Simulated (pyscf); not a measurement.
# Four-centre exchange: H₃C–InH₂ + H₂S -> H₃C–InH–SH + H₂

Gas phase, singlet surface, charge 0. Bonds broken: In2–H6, S8–H9. Bonds formed: In2–S8, H6–H9. PySCF, gas phase, ωB97X-D3(BJ)/def2-SVP geometries.

Transition state (Å):

```xyz
10

C     -1.3863    -1.1846     0.7349
In     0.1042     0.2438     0.1721
H     -1.1905    -2.1456     0.2358
H     -2.3806    -0.8245     0.4332
H     -1.3857    -1.3490     1.8226
H     -0.7244     2.0000     0.0488
H      1.7772     0.4950     0.4043
S     -0.3991     0.8779    -2.3713
H     -0.6943     1.7758    -1.0413
H     -1.6365     0.3437    -2.3407
```

One imaginary mode, 1301i cm⁻¹; descent along it reached the two sides named, in the forms told below.

```
bond    change  reactant side (Å)  saddle  product side
------  ------  -----------------  ------  ------------
In2–H6  breaks              1.743   1.946           2.8
S8–H9   breaks              1.347   1.632           3.3
In2–S8   forms                2.8     2.7         2.404
H6–H9    forms                3.4   1.113         0.762
```

Electronic energies relative to the separated reactants (kJ/mol):

```json
[
 {"level": "ωB97X-D3(BJ)/def2-TZVP", "barrier": "20.9", "reaction energy": "-100.6", "reverse barrier": "121.4"},
 {"level": "PBE/def2-TZVP", "barrier": "7.9", "reaction energy": "-88.3", "reverse barrier": "96.2"},
 {"level": "r²SCAN/def2-TZVP", "barrier": "7.4", "reaction energy": "-93.1", "reverse barrier": "100.5"},
 {"level": "B3LYP-D3(BJ)/def2-TZVP", "barrier": "24.7", "reaction energy": "-88.8", "reverse barrier": "113.4"},
 {"level": "PBE0-D3(BJ)/def2-TZVP", "barrier": "13.7", "reaction energy": "-88.3", "reverse barrier": "102.0"},
 {"level": "M06-2X/def2-TZVP", "barrier": "22.4", "reaction energy": "-99.6", "reverse barrier": "122.0"},
 {"level": "ωB97M-D3(BJ)/def2-TZVP", "barrier": "40.2", "reaction energy": "-79.7", "reverse barrier": "119.8"},
 {"level": "HF/def2-TZVP", "barrier": "102.7", "reaction energy": "-70.2", "reverse barrier": "172.9"}
]
```

With ωB97M-D3(BJ)/def2-TZVP energies and thermal terms (ideal gas, 1 atm, RRHO with modes under 100 cm⁻¹ raised to 100, one conformer, R ln 2 for chiral ones without a mode under 150 cm⁻¹), in kJ/mol:

```tsv
T (K)	ΔH‡	ΔG‡	ΔH	ΔG
298	38.8	86.2	-80.2	-69.1
600	39.6	134.0	-75.7	-59.7
900	42.4	180.7	-72.6	-52.5
1200	45.5	226.3	-70.7	-46.0
```

On the reactant side the descent ends in an adduct with a In–S contact, 52.5 kJ/mol under the separated species and 73.4 kJ/mol under the saddle at ωB97X-D3(BJ)/def2-TZVP. What is counted as formed (In–S) is already present as a longer contact in the reactant adduct; forming that adduct is a step of its own. One saddle was located; it need not be the lowest between these sides. Elements past Kr carry the def2 core potentials, without spin-orbit coupling.
